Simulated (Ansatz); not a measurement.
# CH4Si + CH4: a complex and its separated parts, part 2 of 2

Ansatz 0.2.0, Gaussian basis. Earlier steps stand in the parts before.

## Step 13: CAM-B3LYP-D4/def2-TZVPP

The inputs:

parta/in.yaml

```yaml
crystal:
  periodic: [false, false, false]
  atoms:
    - {symbol: Si, position_ang: [-1.380619, 0.494561, -0.288288]}
    - {symbol: H, position_ang: [-1.714928, 0.230926, 1.182190]}
    - {symbol: C, position_ang: [0.011393, 1.715561, 0.102668]}
    - {symbol: H, position_ang: [0.500403, 2.123367, -0.782777]}
    - {symbol: H, position_ang: [-0.384132, 2.543082, 0.705680]}
    - {symbol: H, position_ang: [0.764404, 1.226831, 0.734180]}
basis:
  gaussian: {orbitals: def2-TZVPP}
hamiltonian: {xc: {name: CAM-B3LYP}, dispersion: d4}
```

partb/in.yaml

```yaml
crystal:
  periodic: [false, false, false]
  atoms:
    - {symbol: C, position_ang: [0.440697, -1.666886, -0.330709]}
    - {symbol: H, position_ang: [-0.359908, -1.206037, -0.908901]}
    - {symbol: H, position_ang: [0.400206, -2.749092, -0.452528]}
    - {symbol: H, position_ang: [1.403094, -1.297308, -0.684050]}
    - {symbol: H, position_ang: [0.319389, -1.415104, 0.722635]}
basis:
  gaussian: {orbitals: def2-TZVPP}
hamiltonian: {xc: {name: CAM-B3LYP}, dispersion: d4}
```

One command serves all of them, each in its own folder.

Launch:

```console
ansatz run in.yaml --threads 2 --pin off --events-out ev --progress --plain --max-ram 4352MiB
```

Output in parta, cut to the lines that bear on the results:

```text
Functional definition: CAM-B3LYP
  name "CAM-B3LYP"
  cite "Yanai, Tew & Handy, Chem. Phys. Lett. 393, 51 (2004) doi:10.1016/j.cplett.2004.06.011"
  cite "Iikura, Tsuneda, Yanai & Hirao, J. Chem. Phys. 115, 3540 (2001) doi:10.1063/1.1383587"
  cite "Becke, Phys. Rev. A 38, 3098 (1988) doi:10.1103/PhysRevA.38.3098"
  cite "Lee, Yang & Parr, Phys. Rev. B 37, 785 (1988) doi:10.1103/PhysRevB.37.785"
[...]
  # Exact exchange under (alpha + beta erf(omega r))/r, Becke's under what is left of 1/r.
[...]
707 factors; their error is unknown
186 factors; integrals over basis functions are off by at most 1.9e-5 eV
[...]
mean field -8978.11920010 eV, -329.9397950160 hartree, gradient 7.5e-5 eV, S^2 0.000000; 0 other end points of the search recorded, 0 dependent functions left out
reference -8978.11930810 eV, -329.9397989848 hartree; 12, 12 occupied and 117, 117 virtual orbitals, 707 factors
Total energy: -8978.18508500 eV, -329.9422162413 hartree
```

Log of partb, cut to the lines that bear on the results:

```text
[... 6 set-up lines as earlier in the session ...]
[...]
  # Exact exchange under (alpha + beta erf(omega r))/r, Becke's under what is left of 1/r.
[...]
416 factors; their error is unknown
123 factors; integrals over basis functions are off by at most 3.8e-6 eV
[...]
mean field -1102.19253760 eV, -40.5048286637 hartree, gradient 1.3e-5 eV, S^2 0.000000; 0 other end points of the search recorded, 0 dependent functions left out
reference -1102.19262885 eV, -40.5048320174 hartree; 5, 5 occupied and 82, 82 virtual orbitals, 416 factors
Total energy: -1102.21096156 eV, -40.5055057320 hartree
```

Times: 0.95 s (parta), 0.35 s (partb) on 2 threads of Arm Neoverse V2, shared host.

## Step 14: wB97X-V/def2-TZVPP

Each input of step 13 (parta, partb) changes in the same lines:

```diff
-hamiltonian: {xc: {name: CAM-B3LYP}, dispersion: d4}
+hamiltonian: {xc: {name: wB97X-V}}
```

Each run has its own folder and the same command.

Launch:

```console
ansatz run in.yaml --threads 2 --pin off --events-out ev --progress --plain --max-ram 4352MiB
```

parta printed, cut to the lines that bear on the results:

```text
Functional definition: wB97X-V
  name "wB97X-V"
  cite "Mardirossian & Head-Gordon, Phys. Chem. Chem. Phys. 16, 9904 (2014) doi:10.1039/C3CP54374A"
[... 2 set-up lines as earlier in the session ...]
[...]
      + integral(e_c_pw_opposite_spin*poly(b97_u_opposite, cos0, cos1)) + vv10(b, c)
707 factors; their error is unknown
175 factors; integrals over basis functions are off by at most 1.5e-5 eV
[...]
mean field -8976.99553873 eV, -329.8985012221 hartree, gradient 2.8e-5 eV, S^2 0.000000; 0 other end points of the search recorded, 0 dependent functions left out
reference -8976.99553709 eV, -329.8985011618 hartree; 12, 12 occupied and 117, 117 virtual orbitals, 707 factors
Total energy: -8976.99553709 eV, -329.8985011618 hartree
```

partb printed, cut to the lines that bear on the results:

```text
[... 5 set-up lines as earlier in the session ...]
[...]
      + integral(e_c_pw_opposite_spin*poly(b97_u_opposite, cos0, cos1)) + vv10(b, c)
416 factors; their error is unknown
123 factors; integrals over basis functions are off by at most 1.3e-5 eV
[...]
mean field -1102.50993611 eV, -40.5164928439 hartree, gradient 2.5e-5 eV, S^2 0.000000; 0 other end points of the search recorded, 0 dependent functions left out
reference -1102.50993476 eV, -40.5164927945 hartree; 5, 5 occupied and 82, 82 virtual orbitals, 416 factors
Total energy: -1102.50993476 eV, -40.5164927945 hartree
```

Wall times: 2.6 s (parta), 1.1 s (partb) on 2 threads of Arm Neoverse V2, shared host.

## Step 15: wB97M-V/def2-TZVPP

The same edit goes into each in.yaml of step 14 (parta, partb):

```diff
-hamiltonian: {xc: {name: wB97X-V}}
+hamiltonian: {xc: {name: wB97M-V}}
```

One command serves all of them, each in its own folder.

Launch:

```console
ansatz run in.yaml --threads 2 --pin off --events-out ev --progress --plain --max-ram 4352MiB
```

Log of parta, cut to the lines that bear on the results:

```text
Functional definition: wB97M-V
  name "wB97M-V"
  cite "Mardirossian & Head-Gordon, J. Chem. Phys. 144, 214110 (2016) doi:10.1063/1.4952647"
[... 2 set-up lines as earlier in the session ...]
  # Of w^i u^j: cxij and so on, Table III.
[...]
  gx(w, u) = 1 - cx + cx01*u + cx10*w
[...]
      + integral(e_c_pw_mod_opposite_spin*gos(b97_w_opposite, b97_u_opposite)) + vv10(b, c)
707 factors; their error is unknown
175 factors; integrals over basis functions are off by at most 1.5e-5 eV
[...]
mean field -8977.32041659 eV, -329.9104402634 hartree, gradient 2.6e-5 eV, S^2 0.000000; 0 other end points of the search recorded, 0 dependent functions left out
reference -8977.32045643 eV, -329.9104417275 hartree; 12, 12 occupied and 117, 117 virtual orbitals, 707 factors
Total energy: -8977.32045643 eV, -329.9104417275 hartree
```

Log of partb, cut to the lines that bear on the results:

```text
[... 5 set-up lines as earlier in the session ...]
  # Of w^i u^j: cxij and so on, Table III.
[...]
  gx(w, u) = 1 - cx + cx01*u + cx10*w
[...]
      + integral(e_c_pw_mod_opposite_spin*gos(b97_w_opposite, b97_u_opposite)) + vv10(b, c)
416 factors; their error is unknown
123 factors; integrals over basis functions are off by at most 1.3e-5 eV
[...]
mean field -1101.86512654 eV, -40.4927965294 hartree, gradient 1.9e-5 eV, S^2 0.000000; 0 other end points of the search recorded, 0 dependent functions left out
reference -1101.86515909 eV, -40.4927977255 hartree; 5, 5 occupied and 82, 82 virtual orbitals, 416 factors
Total energy: -1101.86515909 eV, -40.4927977255 hartree
```

Wall times: 2.8 s (parta), 1.1 s (partb) on 2 threads of Arm Neoverse V2, shared host.

## Step 16: B2PLYP/def2-TZVPP

The same edit goes into each in.yaml of step 15 (parta, partb):

```diff
-hamiltonian: {xc: {name: wB97M-V}}
+hamiltonian: {xc: {name: B2PLYP}}
```

Each run has its own folder and the same command.

Launch:

```console
ansatz run in.yaml --threads 2 --pin off --events-out ev --progress --plain --max-ram 4352MiB
```

Log of parta, cut to the lines that bear on the results:

```text
Functional definition: B2PLYP
  name "B2PLYP"
  cite "Grimme, J. Chem. Phys. 124, 034108 (2006) doi:10.1063/1.2148954"
[... 2 set-up lines as earlier in the session ...]
[...]
730 factors; integrals over basis functions are off by at most 9.3e-4 eV
[...]
mean field -8971.67053938 eV, -329.7028111054 hartree, gradient 2.2e-6 eV, S^2 0.000000; 0 other end points of the search recorded, 0 dependent functions left out; unrestricted orbitals would lower it
6 core orbitals not correlated: weight in the atoms' cores, before any rotation towards them, 1.000 or more for the frozen orbitals, at most 0.000 for the correlated occupied ones
reference -8971.67067888 eV, -329.7028162322 hartree; 6, 6 occupied and 117, 117 virtual orbitals, 730 factors
second order -9.54210074 eV of doubles, -0.00000000 eV of singles
Total energy: -8974.24704608 eV, -329.7974959805 hartree
```

partb printed, cut to the lines that bear on the results:

```text
[... 5 set-up lines as earlier in the session ...]
[...]
482 factors; integrals over basis functions are off by at most 8.4e-4 eV
[...]
mean field -1099.97173606 eV, -40.4232157126 hartree, gradient 6.0e-6 eV, S^2 0.000000; 0 other end points of the search recorded, 0 dependent functions left out
1 core orbitals not correlated: weight in the atoms' cores, before any rotation towards them, 1.000 or more for the frozen orbitals, at most 0.000 for the correlated occupied ones
reference -1099.97185321 eV, -40.4232200177 hartree; 4, 4 occupied and 82, 82 virtual orbitals, 482 factors
second order -6.44359363 eV of doubles, -0.00000000 eV of singles
Total energy: -1101.71162349 eV, -40.4871553962 hartree
```

Wall times: 1.5 s (parta), 0.5 s (partb) on 2 threads of Arm Neoverse V2, shared host.

## Step 17: PBE-QIDH/def2-TZVPP

Each input of step 16 (parta, partb) changes in the same lines:

```diff
-hamiltonian: {xc: {name: B2PLYP}}
+hamiltonian: {xc: {name: PBE-QIDH}}
```

The same command starts each run, in its folder.

Launch:

```console
ansatz run in.yaml --threads 2 --pin off --events-out ev --progress --plain --max-ram 4352MiB
```

parta printed, cut to the lines that bear on the results:

```text
Functional definition: PBE-QIDH
  name "PBE-QIDH"
  cite "Brémond, Sancho-García, Pérez-Jiménez & Adamo, J. Chem. Phys. 141, 031101 (2014) doi:10.1063/1.4890314"
[... 1 set-up line as earlier in the session ...]
[...]
730 factors; integrals over basis functions are off by at most 9.3e-4 eV
[...]
mean field -8968.34657650 eV, -329.5806577227 hartree, gradient 8.9e-6 eV, S^2 0.000000; 0 other end points of the search recorded, 0 dependent functions left out; unrestricted orbitals would lower it
6 core orbitals not correlated: weight in the atoms' cores, before any rotation towards them, 1.000 or more for the frozen orbitals, at most 0.000 for the correlated occupied ones
reference -8968.34658665 eV, -329.5806580958 hartree; 6, 6 occupied and 117, 117 virtual orbitals, 730 factors
second order -8.83305608 eV of doubles, -0.00000000 eV of singles
Total energy: -8971.29093868 eV, -329.6888610371 hartree
```

Output in partb, cut to the lines that bear on the results:

```text
[... 4 set-up lines as earlier in the session ...]
[...]
482 factors; integrals over basis functions are off by at most 8.4e-4 eV
[...]
mean field -1099.27801290 eV, -40.3977218568 hartree, gradient 5.7e-6 eV, S^2 0.000000; 0 other end points of the search recorded, 0 dependent functions left out
1 core orbitals not correlated: weight in the atoms' cores, before any rotation towards them, 1.000 or more for the frozen orbitals, at most 0.000 for the correlated occupied ones
reference -1099.27802124 eV, -40.3977221630 hartree; 4, 4 occupied and 82, 82 virtual orbitals, 482 factors
second order -6.01438060 eV of doubles, -0.00000000 eV of singles
Total energy: -1101.28281477 eV, -40.4713969665 hartree
```

Wall times: 1.3 s (parta), 0.45 s (partb) on 2 threads of Arm Neoverse V2, shared host.

## Step 18: RPA on PBE/def2-TZVPP

The same edit goes into each in.yaml of step 17 (parta, partb):

```diff
-hamiltonian: {xc: {name: PBE-QIDH}}
+hamiltonian: {xc: pbe}
+correlation: {method: rpa}
```

The same command starts each run, in its folder.

Launch:

```console
ansatz run in.yaml --threads 2 --pin off --events-out ev --progress --plain --max-ram 4352MiB
```

Output in parta, cut to the lines that bear on the results:

```text
[... 4 set-up lines as earlier in the session ...]
[...]
730 factors; integrals over basis functions are off by at most 9.3e-4 eV
[...]
mean field -8972.89073488 eV, -329.7476524630 hartree, gradient 4.9e-6 eV, S^2 0.000000; 0 other end points of the search recorded, 0 dependent functions left out
6 core orbitals not correlated: weight in the atoms' cores, before any rotation towards them, 1.000 or more for the frozen orbitals, at most 0.000 for the correlated occupied ones
reference -8954.33476518 eV, -329.0657331543 hartree; 6, 6 occupied and 117, 117 virtual orbitals, 730 factors
Total energy: -8968.84610496 eV, -329.5990150551 hartree
```

partb printed, cut to the lines that bear on the results:

```text
[... 4 set-up lines as earlier in the session ...]
[...]
482 factors; integrals over basis functions are off by at most 8.4e-4 eV
[...]
mean field -1101.08966593 eV, -40.4642988777 hartree, gradient 3.5e-6 eV, S^2 0.000000; 0 other end points of the search recorded, 0 dependent functions left out
1 core orbitals not correlated: weight in the atoms' cores, before any rotation towards them, 1.000 or more for the frozen orbitals, at most 0.000 for the correlated occupied ones
reference -1094.05466805 eV, -40.2057674738 hartree; 4, 4 occupied and 82, 82 virtual orbitals, 482 factors
Total energy: -1103.78829389 eV, -40.5634716257 hartree
```

They took 1.4 s (parta), 0.5 s (partb) on 2 threads of Arm Neoverse V2, shared host.

## Step 19: CCSD(T)/def2-TZVPP

Each input of step 18 (parta, partb) changes in the same lines:

```diff
-hamiltonian: {xc: pbe}
-correlation: {method: rpa}
+correlation: {method: ccsd_t}
```

One command serves all of them, each in its own folder.

Launch:

```console
ansatz run in.yaml --threads 2 --pin off --events-out ev --progress --plain --max-ram 4352MiB
```

Output in parta, cut to the lines that bear on the results:

```text
Functional definition: HF
  name "HF"
  cite "Fock, Z. Phys. 61, 126 (1930) doi:10.1007/BF01340294"
[... 1 set-up line as earlier in the session ...]
[...]
730 factors; integrals over basis functions are off by at most 9.3e-4 eV
[...]
mean field -8954.95933446 eV, -329.0886856519 hartree, gradient 1.9e-6 eV, S^2 0.000000; 0 other end points of the search recorded, 0 dependent functions left out; unrestricted orbitals would lower it
[...]
reference -8954.95933446 eV, -329.0886856519 hartree; 6, 6 occupied and 117, 117 virtual orbitals, 730 factors
second order -7.77986107 eV of doubles, -0.00000000 eV of singles
cycle   1  -8.42183921 eV  change   -6.4e-1 eV  update   7.3e-2
[...]
cycle  10  -8.75883460 eV  change    1.0e-6 eV  update   6.5e-6
perturbative correction -0.31865515 eV, -0.0117103607 hartree
Total energy: -8964.03682420 eV, -329.4222772471 hartree
```

Log of partb, cut to the lines that bear on the results:

```text
[... 4 set-up lines as earlier in the session ...]
[...]
482 factors; integrals over basis functions are off by at most 8.4e-4 eV
[...]
mean field -1094.28741474 eV, -40.2143207569 hartree, gradient 9.6e-7 eV, S^2 0.000000; 0 other end points of the search recorded, 0 dependent functions left out
1 core orbitals not correlated: weight in the atoms' cores, before any rotation towards them, 1.000 or more for the frozen orbitals, at most 0.000 for the correlated occupied ones
reference -1094.28741474 eV, -40.2143207569 hartree; 4, 4 occupied and 82, 82 virtual orbitals, 482 factors
second order -5.38059896 eV of doubles, -0.00000000 eV of singles
cycle   1  -5.77375214 eV  change   -3.9e-1 eV  update   4.2e-2
[...]
cycle   8  -5.93369308 eV  change   -5.5e-7 eV  update   1.3e-6
perturbative correction -0.16940927 eV, -0.0062256760 hartree
Total energy: -1100.39051709 eV, -40.4386056316 hartree
```

Times: 3.7 s (parta), 0.55 s (partb) on 2 threads of Arm Neoverse V2, shared host; peak memory 0.58 GiB.

## Step 20: Vibrations of CH4Si

Input file vib-parta/in.yaml:

```yaml
crystal:
  periodic: [false, false, false]
  atoms:
    - {symbol: Si, position_ang: [-1.380619, 0.494561, -0.288288]}
    - {symbol: H, position_ang: [-1.714928, 0.230926, 1.182190]}
    - {symbol: C, position_ang: [0.011393, 1.715561, 0.102668]}
    - {symbol: H, position_ang: [0.500403, 2.123367, -0.782777]}
    - {symbol: H, position_ang: [-0.384132, 2.543082, 0.705680]}
    - {symbol: H, position_ang: [0.764404, 1.226831, 0.734180]}
basis:
  gaussian: {orbitals: def2-TZVP}
hamiltonian: {xc: pbe0, dispersion: d4}
phonons: {temperatures: {t_min: 298.15, t_max: 900, t_step: 200}}
```

Launch:

```console
ansatz run in.yaml --threads 2 --pin off --events-out ev --progress --plain --max-ram 4352MiB
```

Log, cut to the lines that bear on the results:

```text
[... 5 set-up lines as earlier in the session ...]
[...]
624 factors; their error is unknown
[...]
mean field -8973.81964739 eV, -329.7817893681 hartree, gradient 5.4e-5 eV, S^2 0.000000; 0 other end points of the search recorded, 0 dependent functions left out
[...]
Atom 3 at     0.500403     2.123367    -0.782777 Å, force    -0.000297    -0.000172     0.000517 eV/Å
Atom 4 at    -0.384132     2.543082     0.705680 Å, force     0.000150    -0.000115    -0.000190 eV/Å
Atom 5 at     0.764404     1.226831     0.734180 Å, force    -0.000204     0.000040    -0.000305 eV/Å
Dipole moment:     0.166267     0.146800     0.096758 e Å
Vibrations: 128.90 553.93 625.14 676.39 940.04 1236.95 1419.52 1435.46 2010.64 3016.71 3082.21 3139.81 cm⁻¹, zero-point energy 1.132330 eV
```

Run time: 19 s. Hardware: 2 threads of Arm Neoverse V2, shared host.

The modes, with what each moves most:

| mode | wavenumber (cm⁻¹) | character |
| --- | --- | --- |
| 1 | 129 | torsion |
| 2 | 554 | bend with torsion |
| 3 | 625 | bend |
| 4 | 676 | Si–C stretch |
| 5 | 940 | bend |
| 6 | 1237 | bend |
| 7 | 1420 | bend |
| 8 | 1435 | bend |
| 9 | 2011 | Si–H stretch |
| 10 | 3017 | C–H stretch |
| 11 | 3082 | C–H stretch |
| 12 | 3140 | C–H stretch |

Vibrational sums (real modes only):

| T (K) | entropy (J/mol/K) | heat capacity (J/mol/K) |
| --- | --- | --- |
| 298 | 18.5 | 24.0 |
| 498 | 35.1 | 41.1 |
| 698 | 51.1 | 53.8 |
| 898 | 65.8 | 63.4 |

## Step 21: Vibrations of CH4

Input file vib-partb/in.yaml:

```yaml
crystal:
  periodic: [false, false, false]
  atoms:
    - {symbol: C, position_ang: [0.440697, -1.666886, -0.330709]}
    - {symbol: H, position_ang: [-0.359908, -1.206037, -0.908901]}
    - {symbol: H, position_ang: [0.400206, -2.749092, -0.452528]}
    - {symbol: H, position_ang: [1.403094, -1.297308, -0.684050]}
    - {symbol: H, position_ang: [0.319389, -1.415104, 0.722635]}
basis:
  gaussian: {orbitals: def2-TZVP}
hamiltonian: {xc: pbe0, dispersion: d4}
phonons: {temperatures: {t_min: 298.15, t_max: 900, t_step: 200}}
```

Launch:

```console
ansatz run in.yaml --threads 2 --pin off --events-out ev --progress --plain --max-ram 4352MiB
```

Log, cut to the lines that bear on the results:

```text
[... 5 set-up lines as earlier in the session ...]
[...]
356 factors; their error is unknown
[...]
mean field -1101.35639092 eV, -40.4741008401 hartree, gradient 1.7e-5 eV, S^2 0.000000; 0 other end points of the search recorded, 0 dependent functions left out
[...]
Atom 2 at     0.400206    -2.749092    -0.452528 Å, force     0.000181     0.004725     0.000535 eV/Å
Atom 3 at     1.403094    -1.297308    -0.684050 Å, force    -0.004093    -0.001572     0.001502 eV/Å
Atom 4 at     0.319389    -1.415104     0.722635 Å, force     0.000516    -0.001071    -0.004480 eV/Å
Dipole moment:     0.000000     0.000000     0.000000 e Å
Vibrations: 1326.71 1326.71 1326.72 1551.16 1551.17 3045.80 3166.55 3166.57 3166.60 cm⁻¹, zero-point energy 1.216780 eV
```

Run time: 1.9 s. Hardware: 2 threads of Arm Neoverse V2, shared host.

The modes, with what each moves most:

| mode | wavenumber (cm⁻¹) | character |
| --- | --- | --- |
| 1 | 1327 | bend |
| 2 | 1327 | bend |
| 3 | 1327 | bend |
| 4 | 1551 | bend |
| 5 | 1551 | bend |
| 6 | 3046 | C–H stretch |
| 7 | 3167 | C–H stretch |
| 8 | 3167 | C–H stretch |
| 9 | 3167 | C–H stretch |

Vibrational sums (real modes only):

| T (K) | entropy (J/mol/K) | heat capacity (J/mol/K) |
| --- | --- | --- |
| 298 | 0.4 | 2.2 |
| 498 | 3.7 | 12.5 |
| 698 | 9.8 | 23.6 |
| 898 | 16.9 | 33.1 |

## Step 22: Complex less separated parts

The complex's own energies come from single points at the same levels.

Rows are in def2-TZVPP; times add the 3 runs of a level on a shared host, so small differences are noise.

Differences are taken before rounding.

| method | rung | complex less parts (kJ/mol) | from CCSD(T) (kJ/mol) | time |
| --- | --- | --- | --- | --- |
| SPW92 | LDA | -28.7 | -24.0 | 2 s |
| PBE-D4 | GGA | -15.9 | -11.2 | 3.1 s |
| BLYP-D4 | GGA | -10.6 | -5.8 | 3 s |
| r2SCAN-D4 | meta-GGA | -13.2 | -8.4 | 5.8 s |
| B97M-V | meta-GGA | -8.0 | -3.3 | 13 s |
| PBE0-D4 | hybrid | -12.9 | -8.2 | 3.7 s |
| B3LYP-D4 | hybrid | -9.1 | -4.4 | 3.6 s |
| r2SCAN0-D4 | hybrid | -11.5 | -6.7 | 6.4 s |
| BHLYP-D4 | hybrid | -6.8 | -2.1 | 3.5 s |
| CAM-B3LYP-D4 | range-separated hybrid | -7.6 | -2.8 | 4.1 s |
| wB97X-V | range-separated hybrid | -7.5 | -2.8 | 11 s |
| wB97M-V | range-separated hybrid | -8.5 | -3.7 | 13 s |
| B2PLYP | double hybrid | -1.4 | +3.3 | 8 s |
| PBE-QIDH | double hybrid | -7.1 | -2.4 | 8.3 s |
| RPA on PBE | RPA | 0.8 | +5.6 | 7.4 s |
| Hartree-Fock | wavefunction | 15.0 | +19.8 |  |
| MP2 | wavefunction | -7.3 | -2.6 |  |
| CCSD | wavefunction | -1.1 | +3.6 |  |
| CCSD(T) | wavefunction | -4.7 | 0 | 68 s |

Among the levels timed on like hardware and quicker than the yardstick, those that no quicker one beats, quickest first: SPW92 (2 s, -24.0 kJ/mol); BLYP-D4 (3 s, -5.8 kJ/mol); BHLYP-D4 (3.5 s, -2.1 kJ/mol).

BHLYP-D4 reaches 2.1 kJ/mol from the reference in 3.5 s, where CCSD(T) took 68 s; the quickest level in the cost chart, SPW92, takes 2 s and misses by 24.0 kJ/mol.

The complex's zero-point energy, from a separate PBE0-D4 run, is 2.410 eV.

## Step 23: Outcome

This closing draws on all 2 parts.

```
                              quantity        value
complex less parts, CCSD(T)/def2-TZVPP  -4.7 kJ/mol
                with zero-point energy  +1.2 kJ/mol
                 largest T1 diagnostic        0.012
```

In words: At CCSD(T) the complex lies 4.7 kJ/mol below its parts. BHLYP-D4 is the best functional here (-2.1 kJ/mol from CCSD(T)); SPW92 is the worst (-24.0 kJ/mol). Mean unsigned error by rung: LDA 24.0, GGA 8.5, meta-GGA 5.9, hybrid 5.3, range-separated hybrid 3.1, double hybrid 2.8 kJ/mol. PBE-D4 gives a relative energy 11.2 kJ/mol too low, an error of 237 % of the reference. No counterpoise was applied, and triple zeta lacks some correlation, so the CCSD(T) reference has a basis error of its own, and close matches with it are partly luck. The restricted Hartree–Fock reference is unstable towards an unrestricted one at one or more of these structures.
